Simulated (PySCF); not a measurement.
Saddle point of SiH5SF, singlet (SiH₃F ([F][SiH3]) + H₂S → SiH₄S ([SiH3][SH]) + HF; bonds formed: Si1–S7, F2–H6; bonds broken: Si1–F2, H6–S7), PBE0-D4/def2-TZVP structure:

Si1  (-0.529, 0.146, -0.583)
F2  (1.241, -0.526, -0.808)
H3  (-1.066, -1.021, -1.316)
H4  (-1.740, 0.721, 0.090)
H5  (-0.044, 1.329, -1.336)
H6  (1.230, -0.727, 0.439)
S7  (0.251, -0.580, 1.588)
H8  (0.657, 0.657, 1.925)
(Å)

Energies are electronic, without zero-point energy. Barriers and step energies count from the start structure reached by relaxing down the imaginary mode; all methods use the PBE0-D4 structures, on which another method's saddle can fall below an end. Program: PySCF 2.14 with density fitting (its default auxiliary sets; JK sets also for MP2 and CCSD(T)). Basis: def2-TZVPP, with def2-QZVPP for the basis limit. Cores are frozen in the correlated methods. B3LYP uses VWN-RPA correlation. Extrapolation: Hartree–Fock as exp(−7.88 √X), correlation as X^−2.97.

| method | barrier (kcal/mol) | step energy (kcal/mol) |
| --- | --- | --- |
| SPW92 | 25.97 | 8.97 |
| PBE-D4 | ? | 9.98 |
| r2SCAN-D4 | 38.85 | 13.45 |
| PBE0-D4 | 39.10 | 10.96 |
| B3LYP-D4 | 43.74 | 14.61 |
| BHLYP-D4 | ? | 16.33 |
| wB97M-V | 43.19 | 14.68 |
| HF | 65.62 | 20.50 |
| MP2 | ? | 13.80 |
| CCSD | 50.04 | 15.77 |
| CCSD(T) | 46.50 | 14.74 |

**Question.** Fill in the withheld barriers. (Judge from chemistry; the value comes from the calculation.)

**Answer.** By the calculation: PBE-D4 33.50; BHLYP-D4 50.13; MP2 44.43 kcal/mol. Each is the energy of the saddle less that of the start structure, by the same method.

For comparison, the barrier by CCSD(T) at an estimated basis limit (MP2 extrapolated from triple and quadruple zeta, plus CCSD(T) − MP2 in triple zeta) is 45.33 kcal/mol.

The T1 diagnostic stays at or below 0.013.

Labels in which every atom is bracketed show which atoms are joined, not bond orders.

For scale, one of the runs: CCSD(T)/def2-TZVPP, 185 basis functions, launched by `OMP_NUM_THREADS=4 python run.py`. The run took 7.6 min on 4 CPU threads of an Intel Xeon (shared host), with 1.9 GiB of host memory at its peak.
